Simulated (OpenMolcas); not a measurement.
**One shape, several levels: singlet MgH+**

Aim: a comparison of 6 runs (HF/cc-pVTZ, B2PLYP/cc-pVTZ, BHLYP/cc-pVTZ, M06-L/cc-pVTZ, SVWN5/cc-pVTZ, CCSD(T)/cc-pVTZ) of singlet MgH+. 

The calculation is run with OpenMolcas 26.06.

1 further run of the same task is left out (set aside as unsound or not needed).

**1. The system as given**

MgH+: 2 atoms, total charge +1, spin state singlet. As SMILES of the parent species, `[MgH]`. The shape is that of a PBE0-D4/def2-TZVP optimisation. That shape belongs to the parent species and isn't relaxed for this state.

Bond lengths: Mg1–H2 1.743 Å.

**2. A single-point energy at HF/cc-pVTZ (run 1)**

The input, run.inp:

```
&GATEWAY
BasLib=$CurrDir
Coord
2
angstrom
Mg      -0.742670       0.243830      -0.385720
H        0.742670      -0.243830       0.385720
Basis=cc-pVTZ
Group=NoSym
&SEWARD
&SCF
Charge=1
Thresholds=1e-10 1e-07 1e-07 1e-05
PrOrbitals=1 1
```

The basis set cc-pVTZ is read from a file made from the Basis Set Exchange's data (not shown).

Launch:

```sh
export MOLCAS_MEM=1860
pymolcas run.inp > run.log
```

The log of the run:

```text
--- Start Module: gateway ---
[...]
--- Stop Module: gateway /rc=_RC_ALL_IS_WELL_ ---
--- Start Module: seward ---
[...]
      Basis functions           48
--- Stop Module: seward /rc=_RC_ALL_IS_WELL_ ---
--- Start Module: scf ---
[...]
       Convergence after  12 Iterations
[...]
::    Total SCF energy                               -199.9042858247
[...]
      Total spin, S                                     0.0000000000
[...]
      Total electronic charge=   12.000000
      Total            charge=    1.000000
[...]
      Dipole Moment (debye):
      Origin of the operator (angstrom)=   -0.6828    0.2242   -0.3546
                   X= -3.4695E+00               Y=  1.1391E+00               Z= -1.8020E+00           Total=  4.0721E+00
      Center of Charge (angstrom)
[...]
--- Stop Module: scf /rc=_RC_ALL_IS_WELL_ ---
[...]
```

Run time: 1.8 s. Hardware: 1 thread of Arm Neoverse V2, shared host; peak memory 0.38 GiB.

**3. The energy at B2PLYP/cc-pVTZ (run 2)**

The input, job.inp:

```
&GATEWAY
  BASLIB=$CurrDir
  COORD
  2
  angstrom
  Mg      -0.742670       0.243830      -0.385720
  H        0.742670      -0.243830       0.385720
  BASIS=cc-pVTZ
  GROUP=NoSym

&SEWARD
  GRIDINPUT
  Grid=UltraFine
  End of Grid

&SCF
  CHARGE=1
  KSDFT=B2PLYP_SCF
  THRESHOLDS=1e-10 1e-07 1e-07 1e-05
  PRORBITALS=1 2

&MBPT2
  FROZEN=1
```

The basis set cc-pVTZ is read from a file made from the Basis Set Exchange's data (not shown).

Launch:

```sh
export MOLCAS_MEM=1860
pymolcas job.inp > job.log
```

The log of the run:

```text
--- Start Module: gateway ---
[...]
--- Stop Module: gateway /rc=_RC_ALL_IS_WELL_ ---
[...]
      Basis functions           48
[...]
--- Start Module: scf ---
[...]
       Convergence after  12 Iterations
[...]
::    Total KS-DFT energy                            -200.2439331808
[...]
      Total spin, S                                     0.0000000000
[...]
      Total electronic charge=   12.000000
      Total            charge=    1.000000
[...]
      Dipole Moment (debye):
      Origin of the operator (angstrom)=   -0.6828    0.2242   -0.3546
                   X= -2.9966E+00               Y=  9.8384E-01               Z= -1.5564E+00           Total=  3.5171E+00
      Center of Charge (angstrom)
[...]
--- Stop Module: scf /rc=_RC_ALL_IS_WELL_ ---
[...]
--- Start Module: mbpt2 ---
[...]
 ###    WARNING: MP2 implementation intended for RHF references only         ###
 ###############################################################################
MBPT2 WARNING: Reference function according to RunFile:KS-DFT
I'll assume you know what you're doing and continue
WARNING!
Default frozen orbitals as non valence orbitals is overwritten by user input.
Default values:   2
[...]
       Reference weight ( Cref**2 )         =        0.96020
::    Total MBPT2 energy                             -200.3045940901
[...]
      Total MBPT2 calculations                           0.05      0.05
--- Stop Module: mbpt2 /rc=_RC_ALL_IS_WELL_ ---
[...]
```

Run time: 4.5 s. Hardware: 1 thread of Arm Neoverse V2, shared host; peak memory 0.38 GiB.

Runs 3 to 5 aren't shown in full; the table further down has their settings and results.

**4. The energy at CCSD(T)/cc-pVTZ (run 6)**

The input, struct.xyz:

```xyz
2

Mg    -0.742670     0.243830    -0.385720
H      0.742670    -0.243830     0.385720
```

The input, run.input:

```
* HMg CCSD(T)

&gateway
 baslib=$CurrDir
 coord=struct.xyz
 basis=cc-pVTZ
 group=NoSym

&seward

&scf
 charge=1
 thresholds=1e-10 1e-07 1e-07 1e-05
 prorbitals=0

&rasscf
 fileorb=$Project.ScfOrb
 spin=1
 nactel=0 0 0
 inactive=6
 ras2=0
 outorbitals=Canonical
 orblisting=Few

&motra
 jobiph
 frozen=1

&ccsdt
 cct
 triples=2
 iterations=80
 accuracy=1e-08
 extrapolation=5 4
```

The basis set cc-pVTZ is read from a file made from the Basis Set Exchange's data (not shown).

Launch:

```sh
export MOLCAS_MEM=1860
pymolcas run.input > run.log
```

The log of the run:

```text
--- Start Module: gateway ---
[...]
--- Stop Module: gateway /rc=_RC_ALL_IS_WELL_ ---
[...]
      Basis functions           48
[...]
       Convergence after  12 Iterations
[...]
::    Total SCF energy                               -199.9042858247
[...]
      Total spin, S                                     0.0000000000
[...]
      Number of active orbitals                  0
[...]
      Spin quantum number                      0.0
[...]
      Active orbitals                            0
[...]
      Number of CSFs                             1
[...]
      Number of root(s) required                 1
[...]
      Convergence after  4 iterations
[...]
      Natural orbitals and occupation numbers for root  1
      ************************************************************************************************************************
      *                                                    Final results                                                     *
      ************************************************************************************************************************
[...]
::    RASSCF root number  1 Total energy:   -199.90428582
[...]
      Total electronic charge=   12.000000
      Total            charge=    1.000000
[...]
      Dipole Moment (debye):
      Origin of the operator (angstrom)=   -0.6828    0.2242   -0.3546
                   X= -3.4695E+00               Y=  1.1391E+00               Z= -1.8020E+00           Total=  4.0721E+00
      Center of Charge (angstrom)
[...]
--- Start Module: motra ---
[...]
      *** WARNING: Default frozen orbitals is overwritten by user input.
      *** Default values:   2
[...]
--- Stop Module: motra /rc=_RC_ALL_IS_WELL_ ---
--- Start Module: ccsdt ---
[...]
      Convergence after                    16  Iterations
      Total energy (diff) :    -199.96253157       0.00000000
[...]
 METHOD                       : CCSD+T(CCSD)+<T3(1)WT1> = CCSD(T)
[...]
       CCSD     =      -199.9625315690633
[...]
--- Stop Module: ccsdt /rc=_RC_ALL_IS_WELL_ ---
[...]
```

It took 4.5 s on 1 thread of Arm Neoverse V2, shared host; peak memory 0.38 GiB.

**5. The series**

| run | level | frozen core orbitals | integration grid | energy (Eh) | HOMO energy (eV) | LUMO energy (eV) | HOMO–LUMO gap (eV) | wall time |
| --- | --- | --- | --- | --- | --- | --- | --- | --- |
| 1 | HF/cc-pVTZ | – | – | -199.904286 | -16.57 | -6.63 | 9.94 | 1.8 s |
| 2 | B2PLYP/cc-pVTZ | 1 | UltraFine | -200.260312 | -15.14 | -8.25 | 6.89 | 4.5 s |
| 3 | BHLYP/cc-pVTZ | – | UltraFine | -200.368667 | -15.22 | -8.51 | 6.71 | 4.5 s |
| 4 | M06-L/cc-pVTZ | – | UltraFine | -200.363520 | -12.63 | -7.80 | 4.83 | 6.9 s |
| 5 | SVWN5/cc-pVTZ | – | UltraFine | -199.407064 | -13.32 | -9.87 | 3.44 | 3.9 s |
| 6 | CCSD(T)/cc-pVTZ | 1 | – | -199.963262 | -16.57 | -6.63 | 9.94 | 4.5 s |

**6. Outcome**

| quantity | value |
| --- | --- |
| run 6: total energy | -199.96326 Eh |
| run 6: HOMO energy (Hartree–Fock orbitals) | -16.57 eV |
| run 6: LUMO energy (Hartree–Fock orbitals) | -6.63 eV |
| run 6: HOMO–LUMO gap (Hartree–Fock orbitals) | 9.94 eV |
| run 6: correlation energy (1 core orbital frozen) | -59.0 mEh |
| run 6: (T) correction | -0.73 mEh |

In words: Over runs 1, 2, 3, 4, 5 the HOMO–LUMO gap runs from 3.44 eV (SVWN5/cc-pVTZ) to 9.94 eV (HF/cc-pVTZ). Exact exchange widens orbital gaps. For B2PLYP the log adds the whole second-order term; the table takes 0.27 of it, as the functional is defined. Totals of different functionals can't be ranked against each other. All runs together took 26 s, the longest 6.9 s.
